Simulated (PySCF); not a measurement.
**How exact exchange moves a shielding**

Molecule: CCl3CH2OH (TCE) (OCC(Cl)(Cl)Cl, C₂H₃Cl₃O).

Atoms are numbered as in `[OH:1][CH2:2][C:3]([Cl:4])([Cl:5])[Cl:6]`. Each H is labelled by its parent atom.

GIAO shieldings (ppm, equivalent atoms averaged) in PySCF 2.14 on the PBE0-D3(BJ)/def2-SVP geometry, basis pcSseg-2, gas phase, non-relativistic:

```tsv
functional	exact exchange (%)	σ(O1)	σ(C3)	σ(C2)	σ(Cl4/Cl5/Cl6)
BLYP	0	266.1	35.3	88.8	460.3
BP86	0	269.6	42.3	93.9	478.1
PBE	0	270.1	43.2	94.2	484.1
PBE0	25	285.2	56.3	102.3	527.9
mPW1PW91	25	284.6	55.2	101.9	525.1
BHandHLYP	50	293.0	62.0	104.8	543.9
HF	100	310.1	86.2	118.8	619.5
```

(1) Fit each shielding as a line in the percentage of exact exchange.

(2) What does the line predict for B3LYP (20 %), and what does the run give?

Answers

(1) σ(O1) = 270.7 + 0.42 x (rms 2.9 ppm); σ(C3) = 41.4 + 0.45 x (rms 3.0 ppm); σ(C2) = 93.2 + 0.26 x (rms 2.2 ppm); σ(Cl4/Cl5/Cl6) = 478.9 + 1.43 x (rms 10.0 ppm). The functionals also differ in their semilocal parts, which the line can't hold; Hartree–Fock has no correlation at all.

(2) σ(O1): 279.1 predicted, 278.9 computed; σ(C3): 50.4 predicted, 46.4 computed; σ(C2): 98.4 predicted, 95.7 computed; σ(Cl4/Cl5/Cl6): 507.5 predicted, 496.6 computed ppm.
